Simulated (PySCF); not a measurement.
**Relaxation of doublet S(OH)₃**

These are results of UPBE0 in PySCF with S def2-TZVP, O def2-TZVP, H def2-TZVP; no relativity; density-fitted integrals, not measurements. A (50,194) grid was used.

A start displaced from a saddle point along its imaginary mode, of C3 symmetry, held to at least that symmetry:

Coordinates in bohr (charge 0 multiplicity 2):
```
S     0.0000    0.0000    0.1877
O     3.3791    0.2028   -0.1108
O    -1.8652    2.8250   -0.1108
O    -1.5139   -3.0278   -0.1108
H     4.1061   -1.4762   -0.2268
H    -0.7747    4.2941   -0.2268
H    -3.3315   -2.8179   -0.2268
```

**Question.** What does it relax to?

**Answer.** It ends at C3v with O–H 0.966 Å (×3), S–O 1.722 Å (×3); H–O–S 110.0° (×3), O–S–O 117.4° (×3) (after a last refinement on a finer grid). A frequency run shows 2 imaginary modes (one degenerate set), down to 160i cm⁻¹, so it is a higher-order saddle point. Other isomers or separated fragments may lie lower.

**Question.** How much energy is released, and in how many steps?

**Answer.** 116.5 kJ/mol in 22 steps.

The relaxation took 120 s on 4 threads of a shared Arm Neoverse V1 host, with 148 basis functions and 25 gradients; the process peaked at 2.2 GiB. Launch command: `OMP_NUM_THREADS=4 python axn.py task.json out`.
